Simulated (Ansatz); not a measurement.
# AlSiH₂ (quartet): the correlation ladder at distance Si1–Al2 = 3.944 Å, cc-pVDZ

An exercise on one series of results from a longer session: the logs are not shown, and one member is left open.

Computed with Ansatz 0.2.0, Gaussian basis. Level: cc-pVDZ, core rule «outside noble gas», up to 10 orbitals frozen.

To be run: UHF; CCSD(T) on ROHF; CCSD(T) on UHF; BCCD(T) on ROHF; CISD; CCSDT(Q) on ROHF; CCSDT(Q) on UHF; CASSCF and MRCISD+Q, 5 electrons in 5 orbitals; CASSCF and NEVPT2, 5 electrons in 5 orbitals.

36 further runs of the same task are left out: 14 for a known fault of the program, 14 that didn't finish, 8 set aside as unsound or not needed.

### What is computed

The geometry derives from a PBE0/def2-TZVP stationary point (not a proven minimum). One bond is set to the value named and the two fragments are kept rigid.

4 atoms, charge 0, spin multiplicity 4.

Atoms are counted from 1 here; the program's logs count them from 0.

Bond lengths: Al2–H3 1.583 Å, Al2–H4 1.583 Å. Angles: H3–Al2–H4 125.2°.

Set-up of the first run:

The input, in.yaml:

```yaml
crystal:
  periodic: [false, false, false]
  atoms:
    - {symbol: Si, position_ang: [0.000000, 0.000000, 2.029236]}
    - {symbol: Al, position_ang: [0.000000, 0.000000, -1.914764]}
    - {symbol: H, position_ang: [0.000000, 1.405470, -2.643414]}
    - {symbol: H, position_ang: [0.000000, -1.405470, -2.643414]}
basis:
  gaussian: {orbitals: cc-pVDZ}
magnetization: {spin_polarized: true, initial_magnetization: 3}
hamiltonian: {xc: hf}
output: {orbitals: {seedname: orbitals}}
```

The run is started by

```
$ ansatz run in.yaml --threads 1 --pin off --events-out ev --progress --plain --max-ram 2393MiB
```

Steps of the session up to this table: UHF; CCSD(T) on ROHF; CCSD(T) on UHF; BCCD(T) on ROHF; CISD; CCSDT(Q) on ROHF; CCSDT(Q) on UHF; CASSCF and MRCISD+Q, 5 electrons in 5 orbitals; CASSCF and NEVPT2, 5 electrons in 5 orbitals.

One table of the session follows, with a row left open; its other results are not shown here.

| method | from UCCSDT(Q) (kJ/mol) |
| --- | --- |
| ROHF | +392.6 |
| UHF | +382.4 |
| RMP2 | +110.3 |
| UMP2 | ? |
| CISD | +34.7 |
| RCCSD | +10.0 |
| UCCSD | +9.7 |
| RCCSD(T) | +3.1 |
| UCCSD(T) | +3.1 |
| BCCD(T) | +3.2 |
| RCCSDT | +0.3 |
| UCCSDT | +0.3 |
| RCCSDT(Q) | 0.0 |
| UCCSDT(Q) | 0 |
| CASSCF pair | +355.8 |
| MRCISD pair | +29.9 |
| MRCISD+Q pair | -3.7 |

**Question.** Estimate the row for UMP2.

**Answer.** from UCCSDT(Q) (kJ/mol): +110.0. In the column «from UCCSDT(Q) (kJ/mol)» it lies between CISD (+34.7) and RMP2 (+110.3).

Not comparable, so not listed: CASSCF and NEVPT2, 5 electrons in 5 orbitals (they don't share determinant, frozen orbitals or solution with the rows shown, or repeat one).

Caveats from the session: Restricted and unrestricted rows rest on different reference determinants; where their highest levels disagree by more than a few hundredths of an eV, they describe different states and don't form one ladder. Warnings in the runs' records: passed over end.
